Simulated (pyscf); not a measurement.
This saddle point was located with ωB97X-D3(BJ)/def2-SVP in PySCF.

```
As
As 1 2.0651
H 1 3.2928 2 88.51
H 3 0.9432 1 94.15 2 -0.02
H 4 0.9437 3 174.78 1 0.00
```
Charge 0, spin multiplicity 2.

Surface: doublet, charge 0. Lowest wavenumbers (cm⁻¹): 597i, 43, 105, 149, 235.

Question: Name the species on either side of this saddle.

Answer: `[As]=[AsH]` [doublet] + `[H][H]` <-> `[As]=[AsH]` [doublet] + `[H][H]`, a concerted two-bond exchange read from left to right: As–H, H–H broken and As–H, H–H formed. At ωB97M-D3(BJ)/def2-TZVP it lies +49.1 kcal/mol from the left side and +49.1 kcal/mol from the right (each side as separated species at their lowest minima found). One saddle was located; it need not be the lowest between these sides. Elements up to Kr have no core potential and no relativistic terms here.
